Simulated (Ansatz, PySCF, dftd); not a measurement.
Reaction: CH5N (methanamine, SMILES CN) + H+ → CH6N+ (SMILES C[NH3+])
Each species at its own B3LYP-D3(BJ)/def2-TZVP minimum (Ansatz, a quantum-chemistry and plane-wave program).

Quantity: proton affinity (enthalpy at 298 K, ideal-gas terms from PySCF's Hessians at B3LYP-D3(BJ)/def2-TZVP), positive where energy is released, in kcal/mol. Open shells are spin-unrestricted; no spin-orbit coupling. Correlated methods leave the cores frozen. Rows without X2C or -DK are non-relativistic. CBS(X,Y): correlation extrapolated as X^-3, Hartree-Fock from the larger set (Q,5: extrapolated as (X+1)exp(-9√X)). A bracket is a step between two methods taken in the basis named. Functionals run without relativity, which enters their misses. Double hybrids freeze cores in their MP2 part. 'core' is core correlation in cc-pwCVTZ, 'X2C' scalar relativity in cc-pVTZ-DK, both at CCSD(T).

From measured enthalpies of formation at 298 K: 215.0 kcal/mol (Active Thermochemical Tables 1.112 (ions: stationary electron), as tabulated in the package chemicals). The calculations leave out spin-orbit terms.

```json
[
 {"level": "HF/cc-pV5Z", "program": "Ansatz", "proton affinity (kcal/mol)": "219.8", "error against that value": "4.8"},
 {"level": "PBE-D4/def2-TZVPD", "program": "Ansatz + dftd4", "proton affinity (kcal/mol)": "213.0", "error against that value": "-2.0"},
 {"level": "B3LYP-D4/def2-TZVPD", "program": "Ansatz + dftd4", "proton affinity (kcal/mol)": "213.9", "error against that value": "-1.1"},
 {"level": "B2PLYP/def2-TZVPD", "program": "Ansatz", "proton affinity (kcal/mol)": "213.8", "error against that value": "-1.2"},
 {"level": "CCSD/cc-pVTZ", "program": "Ansatz", "proton affinity (kcal/mol)": "218.4", "error against that value": "3.4"},
 {"level": "CCSD/CBS(cc-pVTZ,cc-pVQZ)", "program": "Ansatz", "proton affinity (kcal/mol)": "216.4", "error against that value": "1.4"},
 {"level": "CCSD(T)/CBS(cc-pVTZ,cc-pVQZ) + core + X2C", "program": "Ansatz", "proton affinity (kcal/mol)": "215.3", "error against that value": "0.3"},
 {"level": "CCSDT(Q)/cc-pVDZ", "program": "Ansatz", "proton affinity (kcal/mol)": "221.3", "error against that value": "6.3"},
 {"level": "CCSD(T)/CBS(cc-pVQZ,cc-pV5Z) + [CCSDT(Q) - CCSD(T)]/cc-pVDZ + core + X2C", "program": "Ansatz", "proton affinity (kcal/mol)": "214.7", "error against that value": "-0.3"}
]
```
